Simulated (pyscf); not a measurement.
`[SiH3][SiH]([Cl])[Cl]` → `[SiH4]` + `[Cl][Si][Cl]` [singlet] (1,1-elimination; singlet surface; Si–Si, H–Si broken, H–Si formed). PySCF, gas phase, ωB97X-D3(BJ)/def2-SVP geometries. MP2 and CC: frozen core, UHF for open shells. ΔMP2 is the change of the MP2 total energy from the triple- to the quadruple-zeta basis. Energies in kcal/mol from the reactant's lowest minimum found.

```csv
level,barrier,reaction energy
ωB97X-D3(BJ)/def2-TZVP,54.3,+40.4
r²SCAN/def2-TZVP,49.1,+36.8
HF/def2-TZVP,…,+31.2
MP2/def2-QZVPP,53.5,+36.5
CCSD/def2-TZVPP,54.0,+32.8
CCSD(T)/def2-TZVPP,52.3,+32.9
CCSD(T)/def2-TZVPP + ΔMP2(QZVPP),…,…
```

Question: Fill in the missing entries.

Answer: 
- HF/def2-TZVP, barrier: 63.0
- CCSD(T)/def2-TZVPP + ΔMP2(QZVPP), barrier: 52.2
- CCSD(T)/def2-TZVPP + ΔMP2(QZVPP), reaction energy: +33.9

This is the saddle that the search found; another between the same sides may lie lower. The CCSD(T) − MP2 part came from Ansatz, without density fitting, on the same reference.
